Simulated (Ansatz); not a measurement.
# BPH3 (doublet): the correlation ladder at a displaced geometry (v2), cc-pVDZ

The task here is to estimate one member of a computed series from the others.

Method: cc-pVDZ, core rule «outside noble gas», up to 6 orbitals frozen; program: Ansatz 0.2.0, Gaussian basis.

To be run: UHF; CCSD(T) on ROHF; CCSD(T) on UHF; BCCD(T) on ROHF; CISD; CCSDT(Q) on ROHF; CCSDT(Q) on UHF.

16 further runs of the same task are left out: 1 for a mislabelled method, 4 that didn't finish, 11 set aside as unsound or not needed.

### The geometry

The geometry is a PBE0/def2-TZVP stationary point (not a proven minimum) with its atoms shifted at random (size 0.100 Å).

5 atoms, charge 0, spin multiplicity 2.

Atoms are counted from 1 here; the program's logs count them from 0.

Bond lengths: B1–P2 1.877 Å, B1–H3 1.209 Å, B1–H4 1.270 Å, P2–H5 1.372 Å. Angles: P2–B1–H3 116.7°, P2–B1–H4 121.0°, H3–B1–H4 119.9°, B1–P2–H5 98.3°.

The first run:

File in.yaml:

```yaml
crystal:
  periodic: [false, false, false]
  atoms:
    - {symbol: B, position_ang: [0.147265, 0.048931, 1.308597]}
    - {symbol: P, position_ang: [-0.072633, -0.055434, -0.552983]}
    - {symbol: H, position_ang: [-0.311860, 1.024577, 1.855887]}
    - {symbol: H, position_ang: [0.442605, -0.980094, 1.991507]}
    - {symbol: H, position_ang: [0.521705, 1.134156, -0.890156]}
basis:
  gaussian: {orbitals: cc-pVDZ}
magnetization: {spin_polarized: true, initial_magnetization: 1}
hamiltonian: {xc: hf}
output: {orbitals: {seedname: orbitals}}
```

Started as:

```
$ ansatz run in.yaml --threads 1 --pin off --events-out ev --progress --plain --max-ram 2393MiB
```

Among the steps run: UHF; CCSD(T) on ROHF; CCSD(T) on UHF; BCCD(T) on ROHF; CISD; CCSDT(Q) on ROHF; CCSDT(Q) on UHF.

One table of the session follows, with a row left open; its other results are not shown here.

| method | from UCCSDT(Q) (meV) |
| --- | --- |
| ROHF | +6430.3 |
| UHF | +6321.6 |
| RMP2 | ? |
| UMP2 | +1281.2 |
| CISD | +703.9 |
| RCCSD | +214.1 |
| UCCSD | +211.4 |
| RCCSD(T) | +40.4 |
| UCCSD(T) | +40.8 |
| BCCD(T) | +39.6 |
| RCCSDT | +9.3 |
| UCCSDT | +9.0 |
| RCCSDT(Q) | +1.0 |
| UCCSDT(Q) | 0 |

**Question.** Estimate the row for RMP2.

**Answer.** from UCCSDT(Q) (meV): +1264.7. In the column «from UCCSDT(Q) (meV)» it lies between CISD (+703.9) and UMP2 (+1281.2).

Limits of these values: Restricted and unrestricted rows rest on different reference determinants; where their highest levels disagree by more than a few hundredths of an eV, they describe different states and don't form one ladder.
